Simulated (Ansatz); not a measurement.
Two isomers of C6H14: A = `CCC(C)(C)C`, B = `CC(C)C(C)C`.

Computed with Ansatz on PBE0-D4/def2-TZVP structures; ΔE is electronic, products minus reactants. CCSD(T)/CBS adds triple-zeta CCSD(T) − MP2 to the extrapolated MP2 energy (def2 sets, frozen cores). DFT in def2-TZVPP. B3LYP here is the variant with VWN-RPA as its local correlation; programs differ in this. One conformer a species, not always the lowest.

Which isomer does CCSD(T)/CBS put lower? Give the gap. (Best estimate.)

The calculation gave: A, by 6.6 kJ/mol.

Give E(B) − E(A) in kJ/mol with MP2/def2-TZVPP, HF/def2-TZVPP, B3LYP, CCSD/def2-TZVPP, r2SCAN-D4, PBE0-D4, B2PLYP. (An estimate is asked.)

Ansatz gave: MP2/def2-TZVPP 8.4, HF/def2-TZVPP 3.5, B3LYP 3.2, CCSD/def2-TZVPP 6.3, r2SCAN-D4 6.1, PBE0-D4 4.7, B2PLYP 5.2. None reverses the order clearly.

Largest T1 diagnostic: 0.008.

In def2-TZVPP, CCSD(T) changes the Hartree–Fock value by +3.5 kJ/mol (the triples alone add +0.6 kJ/mol) and MP2 by +5.0 kJ/mol. Leaving LDA and LC-ωPBE aside and taking each functional with its dispersion term where it has one, the values, not all of them listed here, spread over 1.8 kJ/mol, from PBE-D4 to B97M-V.
